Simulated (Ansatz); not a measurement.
The first iterations of a band of C$_{2}$H$_{7}$Si (10 atoms, charge 0, multiplicity 2).

Theory: UHF/cc-pVDZ (Ansatz).

* movable images: 7
* climbing image: yes
* spring: 5.0 eV/Å²
* optimiser: quadratic models (default)
* start path: through a guess of the saddle point
* force threshold: 0.03 eV/Å
* iteration limit: 60
* end points: relaxed

Initial state:

```xyz
10
Properties=species:S:1:pos:R:3
C -0.821 0.596 -1.201
C -0.740 -0.210 0.058
Si 1.024 -0.293 0.786
H -0.533 0.154 -2.147
H -0.879 1.676 -1.152
H -1.072 -1.238 -0.116
H -1.395 0.208 0.829
H 1.512 1.076 1.109
H 1.957 -0.911 -0.196
H 1.032 -1.110 2.033
```

Final state:

```xyz
10
Properties=species:S:1:pos:R:3
C -0.822 0.235 -1.321
C -0.736 0.133 0.170
Si 1.026 -0.253 0.801
H -0.896 -0.662 -1.925
H -0.537 1.152 -1.822
H -1.399 -0.654 0.544
H -1.057 1.068 0.642
H 1.033 -0.340 2.289
H 1.970 0.819 0.381
H 1.500 -1.549 0.244
```

| iteration | highest image above the first end (eV) | largest band force component (eV/Å) |
| --- | --- | --- |
| 1 | 0.440 | 2.512 |
| 2 | 0.125 | 0.635 |

Q: Does the band converge within its limit, and where does its top end?

A: It converged. It ended after 5 iterations with the highest image 0.095 eV above the first end. A vibrational analysis at the climbing image gives one clearly imaginary mode, 159i cm⁻¹: a first-order saddle point.

Time of the run: 100 s on 1 thread of Intel(R) Xeon(R) Platinum 8488C (Sapphire Rapids) (shared host), peak memory 0.18 GiB.
